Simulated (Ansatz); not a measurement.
Worked example: a bond strength in BH2ClO (SMILES OBCl)

BH2ClO has 5 atoms, charge 0, and is taken as a singlet. SMILES: `OBCl`. Geometry: optimised at B3LYP/def2-SVP. This is one conformer, not always the lowest.

```xyz
5

O    -0.8622   -0.6203   -0.0035
B     0.3798   -0.1359    0.1371
Cl    0.7927    1.5090   -0.3995
H    -1.4861   -0.0013   -0.4096
H     1.2257   -0.8252    0.6341
```

Wanted: the dissociation energy of the H5–B2 bond into doublet H and doublet BHClO (shapes relaxed at B3LYP/def2-SVP, no zero-point term). 1 Eh = 2625.50 kJ/mol = 27.2114 eV. Totals in Eh; open shells run unrestricted unless said.

```tsv
level	program	BH2ClO	doublet H	doublet BHClO
HF/def2-TZVPP	Ansatz	-560.363125	-0.499810	-559.719907
r2SCAN/def2-TZVPP	Ansatz	-561.538987	-0.499927	-560.869098
wB97M-V/def2-TZVPP	Ansatz	-561.565867	-0.494111	-560.890589
```

Problem. Work out the dissociation energy at each level.

Solution. 
1. HF/def2-TZVPP: (-0.499810) + (-559.719907) − (-560.363125) = 0.143408 Eh = 376.5 kJ/mol = 3.90 eV.
2. r2SCAN/def2-TZVPP: (-0.499927) + (-560.869098) − (-561.538987) = 0.169962 Eh = 446.2 kJ/mol = 4.62 eV.
3. wB97M-V/def2-TZVPP: (-0.494111) + (-560.890589) − (-561.565867) = 0.181167 Eh = 475.7 kJ/mol = 4.93 eV.

The levels span 377 to 476 kJ/mol; no measured value is set beside them. Hartree–Fock lacks the correlation of the bonding electrons, so it comes out low. A bond enthalpy at 298 K also holds the loss of zero-point energy and thermal terms.
